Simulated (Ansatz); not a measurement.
The input, for Ansatz 0.2.0:

```yaml
crystal:
  periodic: [false, false, false]
  atoms:
    - {symbol: B, position_ang: [0.000000, 0.000000, 0.000000]}
    - {symbol: Ga, position_ang: [0.000000, 0.000000, 2.772800]}
basis:
  gaussian: {orbitals: aug-cc-pVDZ}
total_charge: 1
magnetization: {spin_polarized: false, initial_magnetization: 1}
correlation: {method: fci, electrons: outside_noble_gas}
```

```sh
$ ansatz run in.yaml --threads 1 --pin off --events-out ev --progress --plain --max-ram 2393MiB
```

Output:

```
1041 factors; integrals over basis functions are off by at most 1.6e-7 eV
mean field evaluation 1: about -52994.7724 eV, gradient 4.6e0 eV
mean field evaluation 2: about -52994.7769 eV, gradient 4.6e0 eV
mean field evaluation 4: about -52995.0512 eV, gradient 9.0e-1 eV
mean field evaluation 8: about -52995.0867 eV, gradient 2.0e-1 eV
mean field evaluation 16: about -52992.0042 eV, gradient 1.1e1 eV
mean field evaluation 32: about -52994.5674 eV, gradient 1.1e-1 eV
mean field evaluation 64: about -52994.8201 eV, gradient 1.7e0 eV
mean field evaluation 96: about -52994.5577 eV, gradient 8.1e-1 eV
mean field -52995.08891297 eV, -1947.5335961902 hartree, gradient 1.8e-6 eV, S^2 0.750000; 10 other end points of the search recorded, 0 dependent functions left out
mean field evaluation 128: about -52995.2161 eV, gradient 7.4e-1 eV
mean field evaluation 160: about -52995.2221 eV, gradient 7.4e-1 eV
determinant -52995.08891297 eV, -1947.5335961902 hartree, with singles and doubles -52997.93659410 eV, -1947.6382465416 hartree
determinant -52994.56880896 eV, -1947.5144827202 hartree, with singles and doubles -52997.43147248 eV, -1947.6196836644 hartree
determinant -52995.08891297 eV, -1947.5335961902 hartree, with singles and doubles -52997.92562910 eV, -1947.6378435852 hartree
determinant -52994.56880896 eV, -1947.5144827202 hartree, with singles and doubles -52997.42017610 eV, -1947.6192685302 hartree
15 core orbitals not correlated: weight in the atoms' cores, before any rotation towards them, 1.000 or more for the frozen orbitals, at most 0.000 for the correlated occupied ones
reference -52995.08891297 eV, -1947.5335961902 hartree; 3, 2 occupied and 41, 42 virtual orbitals, 1041 factors
state -52998.00511719 eV, -1947.6407647188 hartree
Total energy: -52998.00511719 eV, -1947.6407647188 hartree
```

Natural occupations: 1.9101 1.8635 0.9799 0.0520 0.0520 0.0354 0.0349 0.0349 0.0082 0.0061 0.0061 0.0049 0.0031 0.0024 0.0016 0.0016 0.0011 0.0003 0.0003 0.0002 0.0002 0.0002 0.0002 0.0001.

Ran on 1 thread of AMD EPYC 7B13, shared host: 38 s wall, 0.45 GiB peak host memory.
